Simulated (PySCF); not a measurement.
# S, S⁺, S²⁺, S³⁺, S⁻: ionisation energies and electron affinity in aug-cc-pCVTZ-DK

Each state of sulfur is computed at each level; their differences give the ionisation energy and electron affinity. How far do the methods differ?

Method: unrestricted determinants in a Gaussian basis, no spin-orbit coupling in the energies. Code: PySCF 2.14.0.

## 1. The system

| Quantity | Value |
| --- | --- |
| Element | sulfur (Z = 16) |
| Basis | aug-cc-pCVTZ-DK (8s7p5d3f, 75 functions) |
| Hamiltonian | the spin-free X2C one-electron Hamiltonian (Gaussian nucleus) |
| State 1 | S: [Ne] 3s2 3p4, high-spin 3P determinant |
| State 2 | S⁺: [Ne] 3s2 3p3, high-spin 4S determinant |
| State 3 | S²⁺: [Ne] 3s2 3p2, high-spin 3P determinant |
| State 4 | S³⁺: [Ne] 3s2 3p1, 2P determinant |
| State 5 | S⁻: [Ne] 3s2 3p5, 2P determinant |
| Methods | CCSD(T) |
| Core shells frozen in the correlated runs | valence: [Ne] (for S) |

Outer shells as boxes (Hund's rule):

S [Ne] 3s2 3p4
```
[Ne] core
3s [↑↓]
3p [↑↓][↑ ][↑ ]
```

S+ [Ne] 3s2 3p3
```
[Ne] core
3s [↑↓]
3p [↑ ][↑ ][↑ ]
```

S2+ [Ne] 3s2 3p2
```
[Ne] core
3s [↑↓]
3p [↑ ][↑ ][  ]
```

S3+ [Ne] 3s2 3p1
```
[Ne] core
3s [↑↓]
3p [↑ ][  ][  ]
```

The runs were made by one driver on top of PySCF. The scripts below sum up each run's settings (the driver also hands on starting orbitals that pick excited configurations, and frozen orbitals as a list rather than a count), and the logs come from the driver's own runs. The driver starts from symmetry-adapted Hartree-Fock orbitals, holds the occupation by maximum overlap and uses a logarithmic radial grid for functionals, so a plain start would take other cycles.

The integrals over 75 functions and the set-up took 0.34 s of CPU time.

## 2. S: CCSD(T) (valence)

CCSD(T) (valence):

Contents of input.py:

```python
from pyscf import gto, scf, dft, mp, cc
import basis_set_exchange as bse
mol = gto.M(atom="S 0 0 0", charge=0, spin=2, symmetry="D2h",
            basis=gto.basis.parse(bse.get_basis("aug-cc-pCVTZ-DK", elements=["S"], fmt="nwchem")),
            nucmod="G")
mf = scf.UHF(mol).sfx2c1e()
mf.irrep_nelec = {'Ag': (3, 3), 'B1u': (2, 1), 'B2u': (2, 2), 'B3u': (2, 1)}
mf.kernel()
mycc = cc.CCSD(mf, frozen=5).run()
mycc.ccsd_t()
```

What it wrote:

```text
CC2 = 0
CCSD nocc = (np.int64(4), np.int64(2)), nmo = (70, 70)
frozen orbitals [[0, 1, 2, 3, 4], [0, 1, 2, 3, 4]]
max_cycle = 100
direct = 0
conv_tol = 1e-08
conv_tol_normt = 1e-06
diis_space = 8
diis_start_cycle = 0
Init t2, MP2 energy = -0.120004810971466
Init E_corr(UCCSD) = -0.120004810972136
cycle = 1  E_corr(UCCSD) = -0.137207968437876  dE = -0.0172031575  norm(t1,t2) = 0.0463124
cycle = 2  E_corr(UCCSD) = -0.141155461303764  dE = -0.00394749287  norm(t1,t2) = 0.0159449
cycle = 3  E_corr(UCCSD) = -0.143118002768477  dE = -0.00196254146  norm(t1,t2) = 0.00683183
cycle = 4  E_corr(UCCSD) = -0.143058955431607  dE = 5.90473369e-05  norm(t1,t2) = 0.00104517
cycle = 5  E_corr(UCCSD) = -0.143058726652162  dE = 2.28779445e-07  norm(t1,t2) = 0.000248943
cycle = 6  E_corr(UCCSD) = -0.143060942045533  dE = -2.21539337e-06  norm(t1,t2) = 9.81977e-05
cycle = 7  E_corr(UCCSD) = -0.143060831527676  dE = 1.10517857e-07  norm(t1,t2) = 3.39258e-05
cycle = 8  E_corr(UCCSD) = -0.143060870647875  dE = -3.91201984e-08  norm(t1,t2) = 9.39611e-06
cycle = 9  E_corr(UCCSD) = -0.14306080853444  dE = 6.21134351e-08  norm(t1,t2) = 2.27981e-06
cycle = 10  E_corr(UCCSD) = -0.143060804641371  dE = 3.8930682e-09  norm(t1,t2) = 5.89568e-07
UCCSD converged
E(UCCSD) = -398.7340696395128  E_corr = -0.1430608046413713
UCCSD(T) correction = -0.00516511267947964
```

CPU time 12 s on a shared host, the integrals not counted.

CCSD correlation -0.14306 hartree, triples -0.00517; total -398.739235. T1 = 0.010, largest double amplitude 0.039.

## 3. S⁺: CCSD(T) (valence)

CCSD(T) (valence):

Contents of input.py:

```python
from pyscf import gto, scf, dft, mp, cc
import basis_set_exchange as bse
mol = gto.M(atom="S 0 0 0", charge=1, spin=3, symmetry="D2h",
            basis=gto.basis.parse(bse.get_basis("aug-cc-pCVTZ-DK", elements=["S"], fmt="nwchem")),
            nucmod="G")
mf = scf.UHF(mol).sfx2c1e()
mf.irrep_nelec = {'Ag': (3, 3), 'B1u': (2, 1), 'B2u': (2, 1), 'B3u': (2, 1)}
mf.kernel()
mycc = cc.CCSD(mf, frozen=5).run()
mycc.ccsd_t()
```

What it wrote:

```text
CC2 = 0
CCSD nocc = (np.int64(4), np.int64(1)), nmo = (70, 70)
frozen orbitals [[0, 1, 2, 3, 4], [0, 1, 2, 3, 4]]
max_cycle = 100
direct = 0
conv_tol = 1e-08
conv_tol_normt = 1e-06
diis_space = 8
diis_start_cycle = 0
Init t2, MP2 energy = -0.0917623879259069
Init E_corr(UCCSD) = -0.0917623879595989
cycle = 1  E_corr(UCCSD) = -0.10662302073438  dE = -0.0148606328  norm(t1,t2) = 0.0401264
cycle = 2  E_corr(UCCSD) = -0.109686230772552  dE = -0.00306321004  norm(t1,t2) = 0.0115497
cycle = 3  E_corr(UCCSD) = -0.110923368714161  dE = -0.00123713794  norm(t1,t2) = 0.0041828
cycle = 4  E_corr(UCCSD) = -0.110901757872253  dE = 2.16108419e-05  norm(t1,t2) = 0.000577332
cycle = 5  E_corr(UCCSD) = -0.110901133531676  dE = 6.24340576e-07  norm(t1,t2) = 5.57285e-05
cycle = 6  E_corr(UCCSD) = -0.110900781886737  dE = 3.51644939e-07  norm(t1,t2) = 9.40691e-06
cycle = 7  E_corr(UCCSD) = -0.110900967830987  dE = -1.8594425e-07  norm(t1,t2) = 2.05832e-06
cycle = 8  E_corr(UCCSD) = -0.110900915488595  dE = 5.23423917e-08  norm(t1,t2) = 4.16463e-07
cycle = 9  E_corr(UCCSD) = -0.110900918457726  dE = -2.96913064e-09  norm(t1,t2) = 8.22493e-08
UCCSD converged
E(UCCSD) = -398.36297063182  E_corr = -0.1109009184577256
UCCSD(T) correction = -0.00365963979545477
```

It used 9.9 s of CPU time after the integrals (shared host).

CCSD correlation -0.11090 hartree, triples -0.00366; total -398.366630. T1 = 0.004, largest double amplitude 0.046.

## 4. S²⁺: CCSD(T) (valence)

CCSD(T) (valence):

Contents of input.py:

```python
from pyscf import gto, scf, dft, mp, cc
import basis_set_exchange as bse
mol = gto.M(atom="S 0 0 0", charge=2, spin=2, symmetry="D2h",
            basis=gto.basis.parse(bse.get_basis("aug-cc-pCVTZ-DK", elements=["S"], fmt="nwchem")),
            nucmod="G")
mf = scf.UHF(mol).sfx2c1e()
mf.irrep_nelec = {'Ag': (3, 3), 'B1u': (2, 1), 'B2u': (2, 1), 'B3u': (1, 1)}
mf.kernel()
mycc = cc.CCSD(mf, frozen=5).run()
mycc.ccsd_t()
```

What it wrote:

```text
CC2 = 0
CCSD nocc = (np.int64(3), np.int64(1)), nmo = (70, 70)
frozen orbitals [[0, 1, 2, 3, 4], [0, 1, 2, 3, 4]]
max_cycle = 100
direct = 0
conv_tol = 1e-08
conv_tol_normt = 1e-06
diis_space = 8
diis_start_cycle = 0
Init t2, MP2 energy = -0.0688371703468793
Init E_corr(UCCSD) = -0.0688371703488381
cycle = 1  E_corr(UCCSD) = -0.0837100189821182  dE = -0.0148728486  norm(t1,t2) = 0.047423
cycle = 2  E_corr(UCCSD) = -0.0879219674433007  dE = -0.00421194846  norm(t1,t2) = 0.0182079
cycle = 3  E_corr(UCCSD) = -0.090469208832917  dE = -0.00254724139  norm(t1,t2) = 0.00826392
cycle = 4  E_corr(UCCSD) = -0.0904543531762928  dE = 1.48556566e-05  norm(t1,t2) = 0.00142735
cycle = 5  E_corr(UCCSD) = -0.0904690333227095  dE = -1.46801464e-05  norm(t1,t2) = 0.000193329
cycle = 6  E_corr(UCCSD) = -0.090464829821299  dE = 4.20350141e-06  norm(t1,t2) = 3.99822e-05
cycle = 7  E_corr(UCCSD) = -0.0904666417735111  dE = -1.81195221e-06  norm(t1,t2) = 6.12641e-06
cycle = 8  E_corr(UCCSD) = -0.0904662457527207  dE = 3.9602079e-07  norm(t1,t2) = 1.30329e-06
cycle = 9  E_corr(UCCSD) = -0.0904662489766465  dE = -3.22392575e-09  norm(t1,t2) = 2.1282e-07
UCCSD converged
E(UCCSD) = -397.5080506303606  E_corr = -0.09046624897664647
UCCSD(T) correction = -0.0022041324663985
```

CPU time 9.2 s on a shared host, the integrals not counted.

CCSD correlation -0.09047 hartree, triples -0.00220; total -397.510255. T1 = 0.009, largest double amplitude 0.103.

## 5. S³⁺: CCSD(T) (valence)

CCSD(T) (valence):

Contents of input.py:

```python
from pyscf import gto, scf, dft, mp, cc
import basis_set_exchange as bse
mol = gto.M(atom="S 0 0 0", charge=3, spin=1, symmetry="D2h",
            basis=gto.basis.parse(bse.get_basis("aug-cc-pCVTZ-DK", elements=["S"], fmt="nwchem")),
            nucmod="G")
mf = scf.UHF(mol).sfx2c1e()
mf.irrep_nelec = {'Ag': (3, 3), 'B1u': (1, 1), 'B2u': (2, 1), 'B3u': (1, 1)}
mf.kernel()
mycc = cc.CCSD(mf, frozen=5).run()
mycc.ccsd_t()
```

What it wrote:

```text
CC2 = 0
CCSD nocc = (np.int64(2), np.int64(1)), nmo = (70, 70)
frozen orbitals [[0, 1, 2, 3, 4], [0, 1, 2, 3, 4]]
max_cycle = 100
direct = 0
conv_tol = 1e-08
conv_tol_normt = 1e-06
diis_space = 8
diis_start_cycle = 0
Init t2, MP2 energy = -0.0510022621417135
Init E_corr(UCCSD) = -0.0510022621427021
cycle = 1  E_corr(UCCSD) = -0.0636408372066337  dE = -0.0126385751  norm(t1,t2) = 0.047921
cycle = 2  E_corr(UCCSD) = -0.067960302635511  dE = -0.00431946543  norm(t1,t2) = 0.0200676
cycle = 3  E_corr(UCCSD) = -0.070989698110974  dE = -0.00302939548  norm(t1,t2) = 0.00909119
cycle = 4  E_corr(UCCSD) = -0.0709687072307008  dE = 2.09908803e-05  norm(t1,t2) = 0.00101115
cycle = 5  E_corr(UCCSD) = -0.0709873500333732  dE = -1.86428027e-05  norm(t1,t2) = 0.00011659
cycle = 6  E_corr(UCCSD) = -0.0709817698471277  dE = 5.58018625e-06  norm(t1,t2) = 1.98848e-05
cycle = 7  E_corr(UCCSD) = -0.0709838719340398  dE = -2.10208691e-06  norm(t1,t2) = 5.85788e-06
cycle = 8  E_corr(UCCSD) = -0.0709832857286948  dE = 5.86205345e-07  norm(t1,t2) = 1.68339e-06
cycle = 9  E_corr(UCCSD) = -0.0709832757428093  dE = 9.98588548e-09  norm(t1,t2) = 1.5561e-07
UCCSD converged
E(UCCSD) = -396.2336116844377  E_corr = -0.07098327574280931
UCCSD(T) correction = -0.00101885961833745
```

It used 8.1 s of CPU time after the integrals (shared host).

CCSD correlation -0.07098 hartree, triples -0.00102; total -396.234631. T1 = 0.010, largest double amplitude 0.106.

## 6. S⁻, at CCSD(T) (valence)

CCSD(T) (valence):

Contents of input.py:

```python
from pyscf import gto, scf, dft, mp, cc
import basis_set_exchange as bse
mol = gto.M(atom="S 0 0 0", charge=-1, spin=1, symmetry="D2h",
            basis=gto.basis.parse(bse.get_basis("aug-cc-pCVTZ-DK", elements=["S"], fmt="nwchem")),
            nucmod="G")
mf = scf.UHF(mol).sfx2c1e()
mf.irrep_nelec = {'Ag': (3, 3), 'B1u': (2, 2), 'B2u': (2, 2), 'B3u': (2, 1)}
mf.kernel()
mycc = cc.CCSD(mf, frozen=5).run()
mycc.ccsd_t()
```

What it wrote:

```text
CC2 = 0
CCSD nocc = (np.int64(4), np.int64(3)), nmo = (70, 70)
frozen orbitals [[0, 1, 2, 3, 4], [0, 1, 2, 3, 4]]
max_cycle = 100
direct = 0
conv_tol = 1e-08
conv_tol_normt = 1e-06
diis_space = 8
diis_start_cycle = 0
Init t2, MP2 energy = -0.158618548760219
Init E_corr(UCCSD) = -0.158618548761201
cycle = 1  E_corr(UCCSD) = -0.173507718909183  dE = -0.0148891701  norm(t1,t2) = 0.047202
cycle = 2  E_corr(UCCSD) = -0.177300144844311  dE = -0.00379242594  norm(t1,t2) = 0.0163247
cycle = 3  E_corr(UCCSD) = -0.178858451243856  dE = -0.0015583064  norm(t1,t2) = 0.0078229
cycle = 4  E_corr(UCCSD) = -0.17908805408455  dE = -0.000229602841  norm(t1,t2) = 0.00259786
cycle = 5  E_corr(UCCSD) = -0.179010931232097  dE = 7.71228525e-05  norm(t1,t2) = 0.00125825
cycle = 6  E_corr(UCCSD) = -0.179018104156252  dE = -7.17292416e-06  norm(t1,t2) = 0.000418844
cycle = 7  E_corr(UCCSD) = -0.179023984559557  dE = -5.8804033e-06  norm(t1,t2) = 0.00012371
cycle = 8  E_corr(UCCSD) = -0.179022356049564  dE = 1.62850999e-06  norm(t1,t2) = 5.24034e-05
cycle = 9  E_corr(UCCSD) = -0.179022571437614  dE = -2.1538805e-07  norm(t1,t2) = 1.82215e-05
cycle = 10  E_corr(UCCSD) = -0.179022640559078  dE = -6.91214647e-08  norm(t1,t2) = 4.71996e-06
cycle = 11  E_corr(UCCSD) = -0.179022616630998  dE = 2.39280798e-08  norm(t1,t2) = 1.48027e-06
cycle = 12  E_corr(UCCSD) = -0.179022626568547  dE = -9.93754876e-09  norm(t1,t2) = 3.78121e-07
UCCSD converged
E(UCCSD) = -398.8021226276347  E_corr = -0.1790226265685472
UCCSD(T) correction = -0.008281704081187
```

CPU time 15 s on a shared host, the integrals not counted.

CCSD correlation -0.17902 hartree, triples -0.00828; total -398.810404. T1 = 0.011, largest double amplitude 0.037.

## 7. Differences of total energies

Ionisation energy: S [Ne] 3s2 3p4 (3P) → S⁺ [Ne] 3s2 3p3 (4S).

```csv
method,value (eV),error (eV)
UHF,9.223,-1.113
MP2 (valence),9.992,-0.344
SCS-MP2 (valence),10.072,-0.264
CCSD (valence),10.098,-0.238
CCSD(T) (valence),10.139,-0.197
```

Reference: 10.336 eV (measured; NIST levels, between the centres of gravity of the two terms). Errors of the correlated levels include the incompleteness of this basis.

Ionisation energy: S⁺ [Ne] 3s2 3p3 (4S) → S²⁺ [Ne] 3s2 3p2 (3P).

```csv
method,value (eV),error (eV)
UHF,22.708,-0.693
MP2 (valence),23.331,-0.069
SCS-MP2 (valence),23.142,-0.258
CCSD (valence),23.264,-0.136
CCSD(T) (valence),23.303,-0.097
```

Reference: 23.338 eV (measured; NIST Atomic Spectra Database, ionization energies). A first-order spin-orbit estimate (lowest level to lowest level, LS coupling) adds -0.062 eV; the last energy column includes it. Errors of the correlated levels include the incompleteness of this basis.

Ionisation energy: S²⁺ [Ne] 3s2 3p2 (3P) → S³⁺ [Ne] 3s2 3p1 (2P).

```csv
method,value (eV),less the reference (eV)
UHF,34.149,-0.720
MP2 (valence),34.634,-0.235
SCS-MP2 (valence),34.538,-0.331
CCSD (valence),34.679,-0.190
CCSD(T) (valence),34.712,-0.158
```

Reference: 34.86 ± 0.04 eV (semi-empirical (NIST evaluation); NIST Atomic Spectra Database, ionization energies). A first-order spin-orbit estimate (lowest level to lowest level, LS coupling) adds -0.009 eV; the last energy column includes it. Errors of the correlated levels include the incompleteness of this basis.

## 8. Differences of total energies, continued

Electron affinity: S⁻ [Ne] 3s2 3p5 (2P) → S [Ne] 3s2 3p4 (3P).

```csv
method,value (eV),error (eV)
UHF,0.873,-1.204
MP2 (valence),1.924,-0.153
SCS-MP2 (valence),1.921,-0.156
CCSD (valence),1.852,-0.225
CCSD(T) (valence),1.937,-0.140
```

Reference: 2.077 eV (measured; CRC Handbook (2014) and Andersen, Phys. Rep. 394, 157 (2004), with later updates, as tabulated in the mendeleev Python package). Errors of the correlated levels include the incompleteness of this basis.

The runs at UHF, MP2 (valence) are not shown; their differences are listed all the same.

## 9. Results

| quantity | value |
| --- | --- |
| ionisation energy, S | UHF 9.223, CCSD(T) (valence) 10.139 eV; reference 10.336 |
| ionisation energy, S⁺ | UHF 22.708, CCSD(T) (valence) 23.303 eV; reference 23.338 |
| ionisation energy, S²⁺ | UHF 34.149, CCSD(T) (valence) 34.712 eV; reference 34.86 ± 0.04 |
| electron affinity, S | UHF 0.873, CCSD(T) (valence) 1.937 eV; reference 2.077 |

Each level's miss (mean over 3 differences):

```csv
method,mean absolute miss against the measured values (with the measured fine structure taken into account where it is known) (eV)
UHF,1.003
MP2 (valence),0.189
SCS-MP2 (valence),0.226
CCSD (valence),0.200
CCSD(T) (valence),0.145
```

**Reading.** CCSD(T) (valence) lands nearest to the measured values (mean absolute error over 3 measured values 0.14 eV); UHF misses by most (1.00 eV). Hartree-Fock falls short because the species with more electrons holds more correlation energy, which it lacks. The basis is finite, and no extrapolation was made.
